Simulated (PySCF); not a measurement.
**Two-photon absorption: allyl fluoride, C3H5F**

Geometry:
```csv
atom,x (Å),y (Å),z (Å)
C1,0.468,1.297,0.086
C2,0.119,0.182,-0.535
C3,-0.394,-1.042,0.136
F4,-0.493,-0.881,1.499
H5,0.396,1.384,1.163
H6,0.837,2.153,-0.466
H7,0.196,0.103,-1.617
H8,-1.389,-1.302,-0.246
H9,0.271,-1.893,-0.055
```

Computed, not measured: TDDFT CAM-B3LYP/aug-cc-pVTZ excited states, vertical, gas phase (PySCF). Geometry: PBE0-D3(BJ)/def2-TZVP.

Give the one- and two-photon strengths of the lowest singlets.

δ for parallel linear polarisation; σ at the peak of a Lorentzian of half width 0.1 eV, single beam; Ω is circular over linear.
| state | E (eV) | f | photon λ (nm) | δ (au) | σ (GM) | Ω | main |
| --- | --- | --- | --- | --- | --- | --- | --- |
| S1 | 6.70 | 0.021 | 370 | 40.5 | 0.67 | 1.50 | HOMO→LUMO 0.86 |
| S2 | 7.32 | 0.045 | 339 | 38.8 | 0.76 | 1.28 | HOMO→LUMO+1 0.59, HOMO→LUMO+2 0.24 |
| S3 | 7.35 | 0.322 | 337 | 84.1 | 1.66 | 0.20 | HOMO→LUMO+3 0.49, HOMO→LUMO+4 0.39 |
| S4 | 7.54 | 0.004 | 329 | 29 | 0.60 | 1.48 | HOMO→LUMO+2 0.57, HOMO→LUMO+1 0.20 |
| S5 | 7.76 | 0.035 | 319 | 65.6 | 1.45 | 1.22 | HOMO→LUMO+4 0.52, HOMO→LUMO+3 0.34 |
| S6 | 8.21 | 0.002 | 302 | 40.6 | 1.00 | 1.50 | HOMO→LUMO+6 0.67, HOMO→LUMO+5 0.08 |

Among these, the strongest one-photon state is S3, the strongest two-photon state S3, with a dipole change of 1.8 D (relaxed, norm of the difference vector).
